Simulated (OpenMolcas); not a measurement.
## BF (SMILES [B]F): the energy, rung by rung

BF has 2 atoms, charge 0, and is taken as a singlet. As SMILES, `[B]F`. The coordinates come from a GFN2-xTB relaxation.

```tsv
atom	x (Å)	y (Å)	z (Å)
B	0.0000	0.0000	0.0000
F	0.0000	0.0000	1.2444
```

Each level gives the energy change with the B1–F2 bond stretched from 1.244 to 2.178 Å (eV). The values are calculated.

```json
{"level": "HF/STO-3G (restricted)", "kind": "Hartree–Fock", "program": "OpenMolcas", "value (eV)": "7.72", "less FCI/STO-3G": "+1.98", "CPU time (all runs)": "4.3 s"}
{"level": "PBE/STO-3G (restricted)", "kind": "GGA", "program": "OpenMolcas", "value (eV)": "5.75", "less FCI/STO-3G": "+0.01", "CPU time (all runs)": "5.4 s"}
{"level": "r2SCAN/STO-3G (restricted)", "kind": "meta-GGA", "program": "OpenMolcas", "value (eV)": "6.18", "less FCI/STO-3G": "+0.44", "CPU time (all runs)": "6.6 s"}
{"level": "B3LYP/STO-3G (restricted)", "kind": "global hybrid", "program": "OpenMolcas", "value (eV)": "6.35", "less FCI/STO-3G": "+0.61", "CPU time (all runs)": "6.1 s"}
{"level": "PBE0/STO-3G (restricted)", "kind": "global hybrid", "program": "OpenMolcas", "value (eV)": "6.57", "less FCI/STO-3G": "+0.83", "CPU time (all runs)": "6.1 s"}
{"level": "B2PLYP/STO-3G (restricted)", "kind": "double hybrid", "program": "OpenMolcas", "value (eV)": "6.58", "less FCI/STO-3G": "+0.84", "CPU time (all runs)": "5.5 s"}
{"level": "MP2/STO-3G (restricted)", "kind": "perturbation theory", "program": "OpenMolcas", "value (eV)": "7.03", "less FCI/STO-3G": "+1.29", "CPU time (all runs)": "3.3 s"}
{"level": "CASPT2(2,2)/STO-3G", "kind": "multireference", "program": "OpenMolcas", "value (eV)": "6.19", "less FCI/STO-3G": "+0.45", "CPU time (all runs)": "3.3 s"}
{"level": "SC-NEVPT2(2,2)/STO-3G", "kind": "multireference", "program": "OpenMolcas", "value (eV)": "6.12", "less FCI/STO-3G": "+0.38", "CPU time (all runs)": "3.2 s"}
{"level": "FCI/STO-3G", "kind": "exact in the basis", "program": "OpenMolcas", "value (eV)": "5.74", "less FCI/STO-3G": "0.00", "CPU time (all runs)": "3.9 s"}
```

FCI/STO-3G is exact within its basis and frozen core, so for wave-function methods in that basis the difference is their error; functionals converge differently with the basis, so for them it is only a difference. Spin-restricted single references rise too steeply as a bond breaks, Hartree–Fock most of all. The first shape isn't each level's own minimum. The values span 5.74 to 7.72 eV. All rows use very small basis sets, so even the best lies far from the true value. Times are those of the runs behind each value, whatever else they computed, on shared processors of several kinds: orders of magnitude only.
